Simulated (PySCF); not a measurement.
Consider `C=C(F)C(=O)O` (C3H3FO2). Coordinates in Å; atoms count from 1 in this order:
```
C    -1.3703   -0.5314    0.1426
C    -0.4754    0.4049    0.4499
F    -0.7731    1.4473    1.2086
C     0.9480    0.4200    0.0055
O     1.7321    1.2748    0.3116
O     1.2481   -0.6291   -0.7691
H    -2.3942   -0.4646    0.5142
H    -1.0743   -1.3701   -0.4856
H     2.1839   -0.5380   -1.0042
```

These are calculated values, B3LYP-D3(BJ)/def2-TZVP in PySCF (grid level 2) at geometries from PBE0-D3(BJ)/def2-SVP. Zero-point and thermal terms (298.15 K, 1 bar) come from unscaled PBE0-D3(BJ)/def2-SVP harmonic frequencies, with soft modes damped to free rotors in the entropy.

Question: Rank these of its sites by proton affinity, highest first.
A. C1 (alkene carbon)
B. O5 (carboxyl C=O oxygen)

Answer: B (795 kJ/mol), A (695 kJ/mol).

Question: For O5 (carboxyl C=O oxygen), what are ΔE (electronic) and ΔG(298 K) of removing the proton again?

Answer: ΔE = 822 and ΔG = 763 kJ/mol, beside ΔH = 795 kJ/mol. The protonated species is `C=C(F)C(O)=[OH+]`.

Question: Of those listed, which site of protonation is favoured in chloroform (IEF-PCM), and by how much?

Answer: O5 (carboxyl C=O oxygen), by 85 kJ/mol over C1 (alkene carbon); the gas phase favours the same one.

Caveats: O6 is not listed: the run failed or kept an imaginary mode, or the ion rearranged or equalled another; a site not listed may be the best one.
